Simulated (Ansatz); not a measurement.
Job for Ansatz (a first-principles code): U-CCSDT(Q)/cc-pVDZ on CH3 (SMILES [CH3]), 2S+1 = 2.

Ansatz 0.2 input:
```yaml
crystal:
  periodic: [false, false, false]
  atoms:
    - {symbol: C, position_ang: [0.00000000, 0.00000000, -0.00000000]}
    - {symbol: H, position_ang: [0.00000000, 0.00000000, 1.07731727]}
    - {symbol: H, position_ang: [-0.00000000, 0.93298412, -0.53865863]}
    - {symbol: H, position_ang: [0.00000000, -0.93298412, -0.53865863]}
basis:
  gaussian:
    orbitals: cc-pVDZ
magnetization: {spin_polarized: true, initial_magnetization: 1}
correlation: {method: ccsdt_q, electrons: outside_noble_gas}
scf: {omitted_lower_state_checks: [cluster_reference]}
```

Question: Predict the final total energy.

Answer: -39.7162 hartree (reference determinant -39.5638, T1 diagnostic 0.007).

Question: How many basis functions does it have, and what does it roughly cost on one machine?

Answer: 29 functions; about 7 core-seconds (a rough figure).
